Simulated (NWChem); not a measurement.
trimethylamine (C$_{3}$H$_{9}$N); SMILES CN(C)C

```xyz
13

C      0.3907    -1.3259     0.0552
N      0.0000     0.0000    -0.3436
C      0.9530     1.0013     0.0552
C     -1.3436     0.3246     0.0552
H      0.4314    -1.4633     1.1617
H      1.3883    -1.5653    -0.3456
H     -0.3180    -2.0679    -0.3453
H      1.0515     1.1052     1.1617
H      0.6614     1.9849    -0.3456
H      1.9499     0.7586    -0.3453
H     -1.4829     0.3581     1.1617
H     -1.6319     1.3094    -0.3453
H     -2.0497    -0.4197    -0.3456
```
Atoms are numbered in this order, from 1.

All runs: NWChem. The geometry was optimised at PBE0/def2-SVP. Total energies compare along this basis series because the functional is fixed.

```json
[
 {"level": "PBE0/cc-pVDZ", "basis functions": "101", "energy (Ha)": "-174.2618", "highest occupied level (eV)": "-5.88", "orbital gap (eV)": "7.70", "dipole (D)": "0.33"},
 {"level": "PBE0/aug-cc-pVDZ", "basis functions": "173", "energy (Ha)": "-174.2740", "highest occupied level (eV)": "-6.07", "orbital gap (eV)": "6.00", "dipole (D)": "0.42"},
 {"level": "PBE0/cc-pVTZ", "basis functions": "246", "energy (Ha)": "-174.3157", "highest occupied level (eV)": "-6.04", "orbital gap (eV)": "[?]", "dipole (D)": "0.36"}
]
```

Fill in the missing entries.


- PBE0/cc-pVTZ, orbital gap (eV): 7.21
